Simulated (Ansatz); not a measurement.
Task: a rigid scan of one bond length of CH4O2S, SMILES OC(O)S, with the Python package of Ansatz (0.2.0). Give the script and its output. Settings (for the species named): B3LYP, 6-31G* basis, multiplicity 1.

The script reads `ch4o2s.xyz`:
```text
8

O    -0.88620    0.17120   -0.84120
C    -0.12640    0.28300    0.29090
O     1.11090    0.73310   -0.13420
S     0.08710   -1.32150    1.04720
H    -1.03910    1.13540   -1.14230
H    -0.54420    1.01540    1.00420
H     1.68680   -0.08550   -0.19290
H    -0.19670   -1.98820   -0.08750
```

`run_scan.py`
```python
# -*- coding: utf-8 -*-
'''Stretching a bond of CH4O2S, the rest held rigid.'''

import ansatz as az
import numpy as np

BASIS = '6-31G*'
XC = 'b3lyp'

geometry = az.Crystal.molecule_from_extxyz('ch4o2s.xyz')

symbols = [site.symbol for site in geometry.cartesian_sites]
start = np.array([site.position_ang for site in geometry.cartesian_sites])
axis = (start[3] - start[1]) / np.linalg.norm(start[3] - start[1])
moving = [3, 7]
lengths, energies = [1.572, 1.644, 1.715, 1.787, 1.858, 1.93, 2.001, 2.108], []
for length in lengths:
    xyz = start.copy()
    xyz[moving] += (length - np.linalg.norm(start[3] - start[1])) * axis
    point = az.Crystal.molecule()
    for symbol, place in zip(symbols, xyz):
        point = point.atom(symbol, place.tolist())
    model = (
        point.calculation()
        .basis(gaussian=BASIS)
        .functional(XC)
        .accuracy('medium')
        .scf(lower_state_search='light')
    )
    rep = model.run().report
    energies.append(rep['free_energy_ev'])
    print(f'r = {length:6.3f} A  E = {energies[-1]:.5f} eV  <S^2> = {abs(rep["mean_field"]["state"]["spin_squared"]):.3f}')

# quartic fit about the minimum
fit = np.polynomial.Polynomial.fit(lengths, np.array(energies) - min(energies), 4).convert()
roots = [r.real for r in fit.deriv().roots() if abs(r.imag) < 1e-9 and fit.deriv(2)(r.real) > 0]
r_e = min(roots, key=lambda r: abs(r - lengths[int(np.argmin(energies))]))
print(f'minimum of the fit at {r_e:.4f} A, force constant {fit.deriv(2)(r_e):.2f} eV/A^2')
```

`python run_scan.py` gives:
```text
r =  1.572 A  E = -16029.31916 eV  <S^2> = 0.000
r =  1.644 A  E = -16029.90673 eV  <S^2> = 0.000
r =  1.715 A  E = -16030.24967 eV  <S^2> = 0.000
r =  1.787 A  E = -16030.42398 eV  <S^2> = 0.000
r =  1.858 A  E = -16030.47271 eV  <S^2> = 0.000
r =  1.930 A  E = -16030.43320 eV  <S^2> = 0.000
r =  2.001 A  E = -16030.33268 eV  <S^2> = 0.000
r =  2.108 A  E = -16030.10672 eV  <S^2> = 0.000
minimum of the fit at 1.8571 A, force constant 16.98 eV/A^2
```

The settings weren't tested for convergence. The rest of the molecule is held rigid at a force-field or estimated start geometry, and the basis set is modest; single-reference methods fail as a bond breaks. b3lyp holds the VWN-RPA fit, as in Gaussian; the form of ORCA and Turbomole is b3lyp5. The orbitals are restricted, so S² is zero by construction. It ran for 28 s on 1 thread of Arm Neoverse N1 (shared host), peak memory 0.2 GiB.
